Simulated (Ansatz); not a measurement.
The same path of CH5OSi (8 atoms, charge 1, multiplicity 1) was run twice with different band settings. The coordinate that changes most is the angle H4–O1–C2.

Method: RKS B3LYP-D4/6-31G (Ansatz).

Relaxed end points:

```xyz
8
Properties=species:S:1:pos:R:3
O -1.258 0.211 -1.339
C -0.204 0.579 -0.693
Si 0.632 -0.313 0.855
H -1.739 -0.611 -1.061
H 0.206 1.498 -1.121
H 0.595 0.752 1.897
H 2.000 -0.618 0.346
H -0.233 -1.498 1.117
```

```xyz
8
Properties=species:S:1:pos:R:3
O -1.325 -0.218 -1.029
C -0.276 0.394 -0.596
Si 0.705 -0.335 0.942
H -1.835 0.132 -1.805
H 0.027 1.312 -1.117
H 0.672 0.816 1.893
H 2.062 -0.547 0.355
H -0.030 -1.555 1.357
```

Common settings: movable images 7; climbing image yes; spring 5.0 eV/Å²; optimiser quadratic models (default); start path through a guess of the saddle point; iteration limit 60; end points relaxed.

| run | force threshold |
| --- | --- |
| 1 | 0.05 eV/Å |
| 2 | 0.5 eV/Å |

**Question.** What does each run give, and how far can it be trusted?

**Answer.** Run 1: converged after 19 iterations, highest image 0.748 eV above the first end. A vibrational analysis at the climbing image gives one clearly imaginary mode, 1034i cm⁻¹: a first-order saddle point.
Run 2: converged after 11 iterations, highest image 0.754 eV above the first end. The threshold of 0.5 eV/Å is loose, so the images may lie well off the minimum-energy path. The order of the stationary point at the top wasn't checked.
Limits of this set-up: no polarisation functions.
